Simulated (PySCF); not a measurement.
# Running PySCF for AlCl

Input:

```python
from pyscf import gto, dft

mol = gto.M(
    atom='Al 0 0 0; Cl 0 0 1.949',
    basis='lanl2dz',
    ecp={'Al': 'lanl2dz', 'Cl': 'lanl2dz'},
    charge=0,
    spin=0,
    verbose=4,
)
mf = dft.RKS(mol, xc='camb3lyp')
mf.kernel()
mf.stability(internal=True, external=True)
mf.dip_moment()
print('orbital energies (hartree):', mf.mo_energy[..., max(0, mol.nelec[1]-3):mol.nelec[0]+3].round(4))
```

```bash
$ python input.py
```

The log (some set-up lines and the per-cycle HOMO/LUMO lines with their warnings removed):

```
PySCF version 2.14.0

[INPUT] Symbol           X                Y                Z      unit          X                Y                Z       unit  Magmom
[INPUT]  1 Al     0.000000000000   0.000000000000   0.000000000000 AA    0.000000000000   0.000000000000   0.000000000000 Bohr   0.0
[INPUT]  2 Cl     0.000000000000   0.000000000000   1.949000000000 AA    0.000000000000   0.000000000000   3.683076216777 Bohr   0.0

nuclear repulsion = 5.7017554793843
number of shells = 8
number of NR pGTOs = 24
number of NR cGTOs = 16
basis = lanl2dz
ecp = {'Al': 'lanl2dz', 'Cl': 'lanl2dz'}

******** <class 'pyscf.dft.rks.RKS'> ********
method = RKS
initial guess = minao
damping factor = 0
level_shift factor = 0
DIIS = <class 'pyscf.scf.diis.CDIIS'>
SCF conv_tol = 1e-09
SCF max_cycles = 50
XC functionals = camb3lyp

grids dens level: 3
Initial guess from minao.
tot grids = 38064
init E= -14.3797438817459
cycle= 1 E= -16.336039318432  delta_E= -1.96  |g|= 1.26  |ddm|= 4.02
cycle= 2 E= -16.684382588254  delta_E= -0.348  |g|= 0.84  |ddm|= 2.18
cycle= 3 E= -16.926326688808  delta_E= -0.242  |g|= 0.0654  |ddm|= 1.05
cycle= 4 E= -16.9285144696804  delta_E= -0.00219  |g|= 0.0055  |ddm|= 0.175
cycle= 5 E= -16.9285526873443  delta_E= -3.82e-05  |g|= 0.00125  |ddm|= 0.0166
cycle= 6 E= -16.9285545775537  delta_E= -1.89e-06  |g|= 0.00015  |ddm|= 0.00517
cycle= 7 E= -16.9285546011849  delta_E= -2.36e-08  |g|= 1.16e-05  |ddm|= 0.000656
cycle= 8 E= -16.9285546012966  delta_E= -1.12e-10  |g|= 7.25e-07  |ddm|= 3.69e-05
Extra cycle  E= -16.9285546012969  delta_E= -3.02e-13  |g|= 4.16e-07  |ddm|= 1.66e-06
converged SCF energy = -16.9285546012969
rhf_internal: lowest eigs of H = [0.8559925  0.8559929  1.06143609]
<class 'pyscf.dft.rks.RKS'> wavefunction is stable in the internal stability analysis
rhf_real2complex: lowest eigs of H = [0.13547949 0.13547964 0.23284162]
<class 'pyscf.dft.rks.RKS'> wavefunction is stable in the real -> complex stability analysis
rhf_external: lowest eigs of H = [0.06430151 0.06430177 0.18824656]
<class 'pyscf.dft.rks.RKS'> wavefunction is stable in the RHF/RKS -> UHF/UKS stability analysis
Dipole moment(X, Y, Z, Debye):  0.00000,  0.00000, -1.27565
orbital energies (hartree): [-0.4163 -0.4163 -0.2938 -0.0206 -0.0206  0.0641]
```

In short: E(SCF) = -16.928555 Eh, 8 cycles, μz(SCF) = -1.28 D, internal stable; real -> complex stable; RHF/RKS -> UHF/UKS stable.

Wall time 2.5 s on one thread of a shared host.

The bond length is a typed value, not an optimised one.
